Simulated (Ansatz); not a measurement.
## A ladder of methods for SiHF (SMILES F[SiH])

The species is SiHF (3 atoms), meant as a singlet with charge 0. SMILES: `F[SiH]`. Geometry: relaxed at PBE0-D4/def2-TZVP.

```
atom    x (Å)    y (Å)    z (Å)
   F  -1.0902   0.0244  -0.6023
  Si   0.1868   0.6294   0.1738
   H   0.8924  -0.7186   0.4153
```

Quantity: the energy change with the F1–Si2 bond stretched from 1.612 to 4.030 Å, in eV. The values are calculated.

```
                        level                    kind  program  value (eV)  less FCI/STO-3G
       HF/STO-3G (restricted)            Hartree–Fock   Ansatz       10.50            +5.99
    SVWN5/STO-3G (restricted)                     LDA   Ansatz        7.52            +3.01
     BLYP/STO-3G (restricted)                     GGA   Ansatz        6.99            +2.48
    BHLYP/STO-3G (restricted)           global hybrid   Ansatz        9.04            +4.53
     PBE0/STO-3G (restricted)           global hybrid   Ansatz        8.19            +3.68
CAM-B3LYP/STO-3G (restricted)  range-separated hybrid   Ansatz        8.89            +4.38
    HSE06/STO-3G (restricted)  range-separated hybrid   Ansatz        8.13            +3.62
 CCSDT(Q)/STO-3G (restricted)   coupled cluster or CI   Ansatz        4.55            +0.04
                   FCI/STO-3G      exact in the basis   Ansatz        4.51             0.00
```

FCI/STO-3G is exact within its basis and frozen core, so for wave-function methods in that basis the difference is their error; functionals converge differently with the basis, so for them it is only a difference. A spin-restricted reference rises too steeply as a bond breaks; here HF/STO-3G, SVWN5/STO-3G, BLYP/STO-3G, BHLYP/STO-3G, PBE0/STO-3G, CAM-B3LYP/STO-3G, HSE06/STO-3G lie well above the multireference or unrestricted value. The first shape isn't each level's own minimum. The values span 4.51 to 10.50 eV. All rows use very small basis sets, so none should be taken for the real molecule's value.
